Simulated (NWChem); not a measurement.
System: sulfur dioxide (SO$_{2}$); SMILES O=S=O

Input file for NWChem:

```
start job
memory heap 200 mb stack 900 mb global 1100 mb
geometry units angstroms noautoz
  O      1.250381     0.000000     0.373591
  S      0.000000     0.000000    -0.369092
  O     -1.250381     0.000000     0.373591
end
basis spherical
  * library def2-svpd
end
dft
  xc xpbe96 cpbe96
  iterations 150
  mulliken
end
task dft energy
```

All runs use the structure optimised with PBE0/def2-SVP.

Give the results of this calculation. (PBE/def2-SVPD.) Quantities: basis functions; energy (Ha); highest occupied level (eV); orbital gap (eV); dipole (D).


* **number of basis functions**: 73
* **energy (Ha)**: -548.07
* **highest occupied level (eV)**: -8.13
* **orbital gap (eV)**: 3.40
* **dipole (D)**: 1.61
